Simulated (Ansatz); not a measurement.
Born–Oppenheimer molecular dynamics of H₆OSi₂ (9 atoms, charge 0, multiplicity 1). It starts at the highest image of a converged band. Of that band: Neighbouring images differ by up to 2.3 eV, so the band resolves the path poorly. A vibrational analysis at the climbing image gives one clearly imaginary mode, 1341i cm⁻¹: a first-order saddle point.

Computed with RKS r2SCAN/cc-pVDZ (Ansatz 0.2.0).

```
ensemble                      : NVE (velocity Verlet)
time step                     : 0.5 fs
steps asked                   : 200
starting velocities drawn for : 100 K
seed                          : 11596
```

First frame:

```xyz
9
Properties=species:S:1:pos:R:3
Si 0.205 0.052 -0.487
O 0.690 0.101 1.405
Si -0.299 -0.543 2.656
H -0.686 -1.948 2.318
H 0.488 -0.516 3.924
H -1.514 0.322 2.744
H 1.271 -0.625 0.567
H 0.143 1.520 -0.835
H -1.255 -0.344 -0.415
```

**Question.** How far do the bonds stretch over the last three quarters of this one trajectory? (Pairs bonded in most of those frames.)

**Answer.** 
```json
{"bond": "Si1–O2", "mean (Å)": "1.707", "spread (Å)": "0.078", "shortest": "1.57", "longest": "1.83"}
{"bond": "Si1–H7", "mean (Å)": "1.590", "spread (Å)": "0.164", "shortest": "1.32", "longest": "1.91"}
{"bond": "Si1–H8", "mean (Å)": "1.540", "spread (Å)": "0.068", "shortest": "1.41", "longest": "1.68"}
{"bond": "Si1–H9", "mean (Å)": "1.541", "spread (Å)": "0.058", "shortest": "1.42", "longest": "1.64"}
{"bond": "O2–Si3", "mean (Å)": "1.690", "spread (Å)": "0.050", "shortest": "1.60", "longest": "1.78"}
{"bond": "Si3–H4", "mean (Å)": "1.501", "spread (Å)": "0.006", "shortest": "1.49", "longest": "1.52"}
{"bond": "Si3–H5", "mean (Å)": "1.501", "spread (Å)": "0.033", "shortest": "1.45", "longest": "1.56"}
{"bond": "Si3–H6", "mean (Å)": "1.502", "spread (Å)": "0.012", "shortest": "1.48", "longest": "1.53"}
```

Pairs bonded in part of these frames only: Si1–H7 87 %.

Mean temperature of the second half: 1821 K. The conserved energy stayed within 0.76 meV per atom of its start (net change -0.041 meV per atom), so the integration is sound. The kinetic energy rose, since the run started high on the potential surface and went downhill. A run of 0.1 ps of so small a system gives no equilibrium averages. The orbitals stay closed-shell, which can raise the energy where a bond breaks towards radicals; this wasn't checked here.

The run took 7.1 min on 2 threads of Intel(R) Xeon(R) Platinum 8488C (Sapphire Rapids), on a shared host, peak memory 0.15 GiB.
